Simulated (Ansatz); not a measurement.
# CH₂Si+ (doublet): the correlation ladder, def2-QZVPP

An exercise on one series of results from a longer session: the logs are not shown, and one member is left open.

The runs use Ansatz 0.2.0, Gaussian basis; def2-QZVPP, core rule «outside noble gas», up to 6 orbitals frozen.

The runs, in order: UHF; ROHF; CCSD(T) on UHF.

2 further runs of the same task are left out: 2 set aside as unsound or not needed.

## The system

The geometry is a PBE0/def2-TZVP stationary point (not a proven minimum) of the parent state, kept for this charge and spin.

4 atoms, charge 1, spin multiplicity 2.

Atoms are counted from 1 here; the program's logs count them from 0.

Bond lengths: Si1–C2 1.702 Å, C2–H3 1.090 Å, C2–H4 1.090 Å. Angles: Si1–C2–H3 123.5°, Si1–C2–H4 123.5°, H3–C2–H4 113.0°.

The first run:

File in.yaml:

```yaml
crystal:
  periodic: [false, false, false]
  atoms:
    - {symbol: Si, position_ang: [0.000000, 0.000000, 0.595671]}
    - {symbol: C, position_ang: [0.000000, 0.000000, -1.106259]}
    - {symbol: H, position_ang: [0.000000, -0.909276, -1.707827]}
    - {symbol: H, position_ang: [0.000000, 0.909276, -1.707827]}
basis:
  gaussian: {orbitals: "def2-QZVPP.json"}
total_charge: 1
magnetization: {spin_polarized: true, initial_magnetization: 1}
hamiltonian: {xc: hf}
output: {orbitals: {seedname: orbitals}}
```

Started as:

```
ansatz run in.yaml --threads 1 --pin off --events-out ev --progress --plain --max-ram 4096MiB --backend cpu
```

Steps of the session up to this table: UHF; ROHF; CCSD(T) on UHF.

One table of the session follows, with a row left open; its other results are not shown here.

| method | from UCCSD(T) (kcal/mol) |
| --- | --- |
| ROHF | +164.03 |
| UHF | +161.92 |
| UMP2 | +23.61 |
| UCCSD | ? |
| UCCSD(T) | 0 |

**Question.** Estimate the row for UCCSD.

The run gave: from UCCSD(T) (kcal/mol): +5.75. In the column «from UCCSD(T) (kcal/mol)» it lies between UCCSD(T) (0) and UMP2 (+23.61).
